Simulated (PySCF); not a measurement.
Computed spin Hamiltonian

Compound: C3H6 (triplet state).
Atom-mapped SMILES: `[CH3:1][C:2][CH3:3]` (hydrogens: H4, H5, H6 on C1; H7, H8, H9 on C3)

Geometry (GFN2-xTB, Å), atoms numbered from 1 in this order:
```xyz
9
C3H6 angstrom
C     -1.3197   -0.1968    0.0016
C     -0.0462    0.1859   -0.5809
C      1.3164    0.2222   -0.0814
H     -1.3213   -1.2485    0.3259
H     -2.1246   -0.0785   -0.7258
H     -1.5728    0.4212    0.8764
H      1.6661   -0.7746    0.2277
H      1.9977    0.5824   -0.8541
H      1.4180    0.8928    0.7854
```

Method used: PySCF, UKS B3LYP, pcH-1 on C H, non-relativistic, mean-field spin-orbit, GIAO. Isolated species at its GFN2-xTB geometry, gas phase. This triplet need not be the ground state; the singlet was not compared here. The geometry wasn't refined by DFT: couplings that depend on bond lengths, twists or pyramidal angles can differ widely from those at the functional's own minimum. Stability of the SCF solution: not tested.

```json
{
  "g1, g2, g3": "2.00211, 2.00251, 2.00254",
  "g_iso": "2.00239",
  "Form of g": "close to axial: the two nearest values differ by 8 % of g3 − g1",
  "⟨S²⟩": "2.0065 (exact 2.0000)",
  "α and β electrons": "13, 11",
  "HOMO–LUMO gap, α and β orbitals": "6.35, 8.62 eV",
  "Total energy": "-117.81490 Eh",
  "Basis functions": "135"
}
```

Hyperfine couplings atom by atom, in 10⁻⁴ cm⁻¹; T1 to T3 are the principal values of the dipolar part; ρ(0) is the spin density at the nucleus (1 × 10⁻⁴ cm⁻¹ = 2.998 MHz):

```tsv
atom	isotope	a_iso	T1	T2	T3	Mulliken spin population	ρ(0) (bohr⁻³)
C1	13C	-0.1	-1.3	-1.0	2.3	-0.11	-0.0003
C2	13C	78.2	-25.7	9.4	16.4	1.87	0.4171
C3	13C	-0.1	-1.3	-1.0	2.3	-0.11	-0.0003
H4	1H	26.0	-1.7	-1.1	2.9	0.08	0.0348
H5	1H	14.4	-1.9	-1.9	3.8	0.03	0.0194
H6	1H	26.0	-1.7	-1.1	2.9	0.08	0.0348
H7	1H	26.0	-1.7	-1.1	2.9	0.08	0.0348
H8	1H	14.4	-1.9	-1.9	3.8	0.03	0.0194
H9	1H	26.0	-1.7	-1.1	2.9	0.08	0.0349
```

Largest spin populations (Mulliken): C2 (+1.87), C3 (-0.11), C1 (-0.11) and H9 (+0.08). C2 is the only atom above +0.15. The positive populations add up to 2.23 and the negative ones to -0.23, together 2S = 2.

The 13C coupling of C2 (234.5 MHz) shows only in satellite lines or after enrichment, since that isotope makes up about 1.07 % of natural carbon.

On an Arm Neoverse V1 with one thread, no GPU, on a shared host, this took 9.5 s (grids of density and orbitals included) and 0.45 GiB of memory at its peak.
